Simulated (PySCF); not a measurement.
Protons, H atoms and electrons added to or taken from OC=O. All species are isolated molecules in the gas phase. One relaxed conformer stands for each flexible species; it need not be the lowest. Strings in code marks are SMILES.

The T1 excitation (TDA) from two functionals at the same geometries (PBE0-D4/def2-TZVP), both in PySCF: PBE-D3(BJ)/def2-TZVP and PBE0-D4/def2-TZVP. Excitations are Tamm–Dancoff values on a coarser integration grid. The basis has no diffuse functions, so Rydberg states are missing or too high.

```csv
species,PBE-D3(BJ)/def2-TZVP (eV)
neutral parent (`C(O)=O` (O–C–O–H torsion 0°)),5.20
proton added at O1 (`[H]/[O+]=C\O` (H–O–C–O torsion 0°)),6.40
proton added at O3 (`O=C[OH2+]` (not the most basic site; O–C–O–H torsion 12°)),5.85
```

Problem. What does PBE0-D4/def2-TZVP give for each?

Solution. 
- neutral parent (`C(O)=O` (O–C–O–H torsion 0°)): 5.35
- proton added at O1 (`[H]/[O+]=C\O` (H–O–C–O torsion 0°)): 6.63
- proton added at O3 (`O=C[OH2+]` (not the most basic site; O–C–O–H torsion 12°)): 5.90
Over these rows, drawn at random from the members with no instability flagged (it was tested for open shells, ions and some series alone), PBE minus PBE0-D4: mean -0.14 eV, from -0.23 eV to -0.05 eV.
